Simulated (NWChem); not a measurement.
Species: nitrogen trifluoride (NF3); SMILES FN(F)F

Program: NWChem. Pople sets run with spherical d functions. Geometry: optimised at B3LYP/6-31G* (spherical d). Level: M06-2X/6-31G* with SMD (1 M gas to 1 M solution), gas-phase geometry.

| solvent | dielectric constant | solvation free energy (kcal/mol) | cavity-dispersion-structure term (kcal/mol) | dipole in solution (D) |
|---|---|---|---|---|
| water | 78.4 | 2.6 | 2.9 | 0.19 |
| methanol | 32.6 | 1.2 | 1.5 | 0.19 |
| acetonitrile | 35.7 | 1.5 | 1.8 | 0.19 |
| N,N-dimethylformamide | 37.2 | 1.8 | 2.1 | 0.19 |
| ethyl acetate | 5.99 | 1.3 | 1.6 | 0.19 |
| acetone | 20.5 | 1.3 | 1.6 | 0.19 |
| benzene | 2.27 | 1.3 | 1.5 | 0.18 |
